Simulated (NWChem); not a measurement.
# SiF2 (SMILES F[Si]F): OLYP/cc-pVDZ

Aim: the vertical electron affinity of SiF2 at OLYP/cc-pVDZ, from 2 runs. 

The results are computed with NWChem 7.3.0.

5 further runs of the same task are left out: 1 that didn't finish, 4 set aside as unsound or not needed.

## (1) Starting point

The species is SiF2 (3 atoms), meant as a singlet with charge 0. As SMILES, `F[Si]F`. The coordinates come from a GFN2-xTB relaxation.

Bond lengths: Si1–F2 1.617 Å, Si1–F3 1.617 Å. Angles: F2–Si1–F3 92.6°.

## (2) Energy and forces at OLYP/cc-pVDZ

Input file calc.nw:

```
start calc
title "SiF2"
memory total 2200 mb

geometry
zmatrix
  Si
  F 1 r2
  F 1 r3 2 a3
variables
  r2 1.617443
  r3 1.615613
  a3 92.55524
end
end

basis spherical bse
* library cc-pVDZ
end

dft
xc optx lyp
grid fine
print low
end

task dft gradient
```

The run is started by

```console
$ nwchem calc.nw > calc.out
```

Log:

```text
[...]
 Group name             C2v
[...]
 d= 0,ls=0.0,diis     1   -489.1119472943 -5.90D+02  3.38D-02  7.23D-01     0.5
[...]
 d= 0,ls=0.0,diis     6   -489.2047157826 -1.28D-07  2.20D-06  7.46D-09     1.8
         Total DFT energy =     -489.204715782564
      One electron energy =     -880.976769160022
           Coulomb energy =      332.797523396566
    Exchange-Corr. energy =      -41.863750244402
 Nuclear repulsion energy =      100.838280225294
[...]
                         DFT ENERGY GRADIENTS
    atom               coordinates                        gradient
                 x          y          z           x          y          z
   1 Si      0.000000   0.000000  -1.187642    0.000000   0.000000   0.032699
   2 F      -2.207692   0.000000   0.923721    0.037738   0.000000  -0.016350
   3 F       2.207692   0.000000   0.923721   -0.037738   0.000000  -0.016350
 Task  times  cpu:        3.2s     wall:        3.2s
 Total times  cpu:        3.2s     wall:        3.2s
```

It took 3.9 s on 1 thread of Intel Xeon 6975P-C (Granite Rapids), shared host; peak memory 0.11 GiB.

## (3) The doublet anion, same level

Input file f2si.nw:

```
START f2si
TITLE "F2Si OLYP"
memory total 2200 mb
charge -1
GEOMETRY noautosym nocenter noautoz
  Si    0.004220   -0.007680   -0.744810
  F     1.165930   -0.017340    0.380560
  F    -1.170150    0.025020    0.364240
END
BASIS spherical bse
  * library cc-pVDZ
END
DFT
  xc optx lyp
  mult 2
  grid fine
  iterations 150
END
TASK dft gradient
```

The run is started by

```console
$ nwchem f2si.nw > f2si.out
```

Log:

```text
[...]
          Wavefunction type:  spin polarized.
          No. of atoms     :     3
          No. of electrons :    33
[...]
          Charge           :    -1
          Spin multiplicity:     2
[...]
          AO basis - number of functions:    46
[...]
              XC Information
              --------------
                        Slater Exchange Functional  1.052 local
                      OPTX     Exchange Functional  1.432 non-local
              Lee-Yang-Parr Correlation Functional  1.000
[...]
 d= 0,ls=0.0,diis     1   -489.0915197767 -5.90D+02  1.86D-02  1.92D-01     0.8
[...]
 d= 0,ls=0.0,diis     8   -489.1815733181  2.18D-07  8.38D-06  8.39D-07     4.4
[...]
         Total DFT energy =     -489.181573318081
      One electron energy =     -889.897189660542
           Coulomb energy =      342.044908711340
    Exchange-Corr. energy =      -42.167528799871
 Nuclear repulsion energy =      100.838236430992
[...]
      <S2> =      0.7539 (Exact =     0.7500)
[...]
  wavefunction    = open shell
                         DFT ENERGY GRADIENTS
    atom               coordinates                        gradient
                 x          y          z           x          y          z
   1 Si      0.007975  -0.014513  -1.407487   -0.001493   0.000957   0.091096
   2 F       2.203288  -0.032768   0.719154   -0.062279   0.000669  -0.045521
   3 F      -2.211263   0.047281   0.688314    0.063772  -0.001626  -0.045575
[...]
```

Run time: 6.9 s. Hardware: 1 thread of Intel Xeon 6975P-C (Granite Rapids), shared host; peak memory 0.11 GiB.

## (4) What came out

At OLYP/cc-pVDZ:

```
                                         quantity          value
                       singlet SiF2: total energy  -489.20472 Eh
           singlet SiF2: largest force on an atom     2.115 eV/Å
                      doublet anion: total energy  -489.18157 Eh
doublet anion: HOMO energy (highest over α and β)        4.01 eV
 doublet anion: LUMO energy (lowest over α and β)        5.21 eV
                              doublet anion: ⟨S²⟩          0.754
          doublet anion: largest force on an atom     4.685 eV/Å
vertical electron affinity (to the doublet anion)      -0.630 eV
```

In words: The anion lies 0.63 eV (14.5 kcal/mol) above the neutral: the electron isn't bound at this level, and such a value depends on the basis. Without diffuse functions anions come out too high. The largest force (singlet SiF2) is 2.11 eV/Å: the shape isn't a stationary point for this species at this level. The HOMO (doublet anion) lies at positive energy, 4.01 eV, as semi-local functionals often give for anions; only total energies tell whether the electron is bound.
